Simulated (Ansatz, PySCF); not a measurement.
Molecule: NH, net charge 0, triplet state. SMILES: [NH]
Geometry from a B3LYP-D3(BJ)/def2-TZVP (Ansatz, a quantum-chemistry and plane-wave program) optimisation:
```xyz
2

N      0.0000     0.0000    -0.1302
H      0.0000     0.0000     0.9116
```
Charge 0, spin multiplicity 3.

Property: size of the dipole moment, in D. Conventions: non-relativistic; 6-311+G** with 5d; 6-31G* and kin with 6d, 5d where marked; UHF or UKS for open shells; spin-orbit terms left out. First-principles rows: single points at B3LYP-D3(BJ) geometries (Ansatz).

```
level             program  size of the dipole moment (D)
----------------  -------  -----------------------------
PBE/6-31G*         Ansatz                           1.56
PBE/def2-SVP       Ansatz                           1.53
BP86/6-31G* (5d)    PySCF                           1.58
B3LYP/6-31G        Ansatz                           1.75
B3LYP/6-31+G*      Ansatz                           1.73
B3LYP/6-311+G**    Ansatz                           1.68
```

No value to compare with is used here. The 6 habitual levels span 1.53 (PBE/def2-SVP) to 1.75 D (B3LYP/6-31G).

The levels are drawn from those run, B3LYP/6-31G* more often than the rest, none by its result; runs whose electronic state is in doubt are left out.
